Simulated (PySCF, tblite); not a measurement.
## dinitrogen and 2 × ammonia

A gas-phase complex of dinitrogen and 2 × ammonia; neutral, singlet. The structure comes from a short search (6 tight-binding starts) and was relaxed by PBE0-D3(BJ)/def2-SVPD; another way of binding may lie lower. No frequency run checks that it is a minimum.

| part | name | SMILES | atoms | charge | multiplicity |
| --- | --- | --- | --- | --- | --- |
| 1 | dinitrogen | N#N | 1–2 | 0 | 1 |
| 2 | ammonia | N | 3–6 | 0 | 1 |
| 3 | ammonia | N | 7–10 | 0 | 1 |

Coordinates in Å:
```
N1      0.134   -0.113   -0.214
N2     -0.845    0.238    0.137
N3      2.568   -0.442    2.351
H4      1.867   -0.798    3.004
H5      2.405    0.554    2.242
H6      2.387   -0.867    1.447
N7      0.706   -1.669    4.680
H8     -0.297   -1.621    4.831
H9      0.969   -2.650    4.697
H10     1.155   -1.229    5.478
```

```csv
contact,kind (by geometry),distance (Å),angle (°)
H4···N7,hydrogen bond,2.216,168
```

Interaction energies are complex less parts, with the parts frozen as they stand in it; counterpoise-corrected, in kcal/mol (PySCF).

Question: How strongly do the parts interact, level by level?

Answer: 
```tsv
level	interaction	superposition error removed
wB97M-D3(BJ)/def2-TZVPD	-3.56	-0.29
PBE0-D3(BJ)/def2-TZVPD	-4.03	-0.24
```

Question: What holds them together? Decompose the wB97M-D3(BJ)/def2-TZVPD energy: frozen parts, their antisymmetrised product, then relaxation.

Answer: electrostatic -6.3, Pauli repulsion +5.9, orbital relaxation -2.2, dispersion correction -1.3 kcal/mol, which sum to the value before the counterpoise correction; the Pauli term holds the exchange-correlation of the frozen density too. Of the attraction, 65 % is electrostatic, 22 % is orbital relaxation, 13 % is dispersion correction.

The parts were also relaxed and run alone, at the levels used for the complex: shieldings by PBE0/pcSseg-2.

Question: How do these values change when the complex forms?

Answer: 
```json
{"property": "N3–H4 bond (Å)", "alone": "1.016", "in the complex": "1.022", "change": "+0.006"}
{"property": "shielding of H4 (ppm)", "alone": "31.49", "in the complex": "28.37", "change": "-3.12"}
{"property": "shielding of N7 (ppm)", "alone": "262.5", "in the complex": "255.7", "change": "-6.8"}
{"property": "shielding of N3 (ppm)", "alone": "262.5", "in the complex": "254.7", "change": "-7.8"}
```

The 3 runs behind this took 48 s in all, one thread each of AMD EPYC 9R45 96-Core on a shared host, launched as `OMP_NUM_THREADS=1 python cluster_run.py task.json out`.
